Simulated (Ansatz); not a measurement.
**HCN⁺, doublet: reading a ladder of total energies**

Geometry: that of the HCN, singlet, kept fixed.

```xyz
3

N     0.0000    0.0000    1.1200
C     0.0000    0.0000   -0.0256
H     0.0000    0.0000   -1.0944
```

Basis 6-31G; Ansatz 0.2.0. Correlated methods freeze the noble-gas cores, which leaves 9 electrons in 18 orbitals. R marks a restricted (for open shells ROHF) determinant.

Full CI is exact within this basis and frozen core; it isn't the basis-set limit.

The cluster runs stand on a determinant 0.38 eV above the lowest RHF solution, chosen by trial CCSD; the correlation energy below is counted from it.

Runs differ by some tens of microhartree through their thresholds and, for an open shell, their frozen cores, so steps under 0.03 kcal/mol mean nothing.

| level | total energy (hartree) |
| --- | --- |
| RHF determinant under the cluster runs | -92.356746 |
| RMP2 | -92.546322 |
| RCCSD | -92.561842 |
| RCCSD(T) | -92.568398 |
| RCCSDT | -92.569012 |
| RCCSDT(Q) | -92.570012 |
| RCCSDTQ | -92.569877 |
| full CI | -92.570026 |

Question: What is the correlation energy at full CI, and what share of it do RMP2 and RCCSD recover?

Answer: E(corr) = -92.570026 − (-92.356746) = -0.213280 hartree = -5.804 eV. RMP2: -0.189576 / -0.213280 = 88.89 %. RCCSD: -0.205096 / -0.213280 = 96.16 %.

Question: By how many kcal/mol does RCCSD(T) miss full CI (1 hartree = 627.509 kcal/mol), and which steps make up the rest?

Answer: -92.568398 − (-92.570026) = 0.001628 hartree = 1.02 kcal/mol. Steps: RCCSDT − RCCSD(T) = -0.39, RCCSDT(Q) − RCCSDT = -0.63, RCCSDTQ − RCCSDT(Q) = 0.08, full CI − RCCSDTQ = -0.09 kcal/mol. Differences between like states or geometries often cancel part of this.
